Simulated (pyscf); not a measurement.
`[NH2][SiH]` [singlet] + `[H][H]` -> `[SiH2]` [singlet] + `[NH3]`, a four-centre exchange (singlet surface; N–Si, H–H broken, H–Si, H–N formed). Single points on ωB97X-D3(BJ)/def2-SVP structures (PySCF, gas phase). Energies in kcal/mol from the separated reactants.

Small-basis levels: PySCF, no dispersion term, spherical d functions. AM1 to PM7: differences of heats of formation from MOPAC, which are fitted to 298 K values and so differ in kind from electronic energies by zero-point and thermal terms. 

| level | barrier | reaction energy |
|---|---|---|
| SVWN5/6-31G* | 18.0 | +31.5 |
| BP86/6-31G* | 29.3 | +28.6 |
| B3LYP/3-21G | 36.3 | +39.3 |
| B3LYP/LANL2DZ | 37.8 | +32.1 |
| M06-2X/6-31G* | 32.5 | +28.0 |
| PM6 | 39.0 | +49.2 |
| PM7 | 56.4 | +61.0 |
| ωB97M-D3(BJ)/def2-TZVP | 29.3 | +25.7 |

Against the last row the barrier runs from -11.3 (SVWN5/6-31G*) to +27.1 kcal/mol (PM7). At SVWN5/6-31G*, B3LYP/3-21G, PM6, PM7 this geometry lies under one side, so the entry may be no barrier of that level: it is a single point on another level's saddle. ωB97M-D3(BJ)/def2-TZVP has limits of its own. On the product side the descent ends in an adduct with a N–Si contact, 32.6 kcal/mol under the separated species and 35.2 kcal/mol under the saddle at ωB97X-D3(BJ)/def2-TZVP. What is counted as broken (N–Si) persists as a longer contact in the product adduct; parting that adduct is a step of its own. At the saddle there is also a short H–Si contact that neither side keeps. The same reactants have a lower exit, to H₂N–SiH₃ (barrier +23.9 kcal/mol at ωB97M-D3(BJ)/def2-TZVP, against +29.3 kcal/mol here). One saddle was located; it need not be the lowest between these sides.
